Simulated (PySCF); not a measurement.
Molecule: `C=C(C)[CH+]C`, [C₅H₉]+.

Atom-mapped SMILES (the numbers label the heavy atoms): `[CH2:1]=[C:2]([CH3:3])[CH+:4][CH3:5]`. Hydrogens are named by the atom that carries them. Ha(C1) is cis to C3; Hb(C1) is trans to C3.

Spin–spin couplings on one PBE0-D3(BJ)/def2-SVP geometry, PySCF 2.14.0 with density-fitted response routines, gas phase, non-relativistic, equivalent pairs averaged (without the spin–dipole term); isotopes ¹³C, ¹H; basis pcJ-1.

Question: How do the couplings (Hz) change with the functional? Times are CPU seconds on 1 thread of an Arm Neoverse V2, shared host.

Answer: 
```
functional  functions  ¹J(C1,Hb(C1))  ¹J(C1,Ha(C1))  ¹J(C4,H(C4))  ¹J(C3,H(C3))  ¹J(C5,H(C5))  ¹J(C1,C2)  ¹J(C2,C4)  core-s
       LDA        225          138.3          137.3         133.5         106.3         106.2       42.5       35.0      14
       PBE        225          164.6          163.9         157.9         128.1         127.8       52.8       43.8      20
       KT2        225          174.5          174.1         166.0         135.1         135.3       41.8       33.3      20
      PBE0        225          171.3          171.2         163.3         132.0         132.3       58.0       47.7      20
     B97-2        225          165.3          165.1         156.8         125.8         125.1       57.1       46.4      19
 CAM-B3LYP        225          178.0          177.7         169.6         137.4         138.5       59.1       48.6      27
``` Left out for a near triplet instability: BHandHLYP/pcJ-1, HF/pcJ-1.
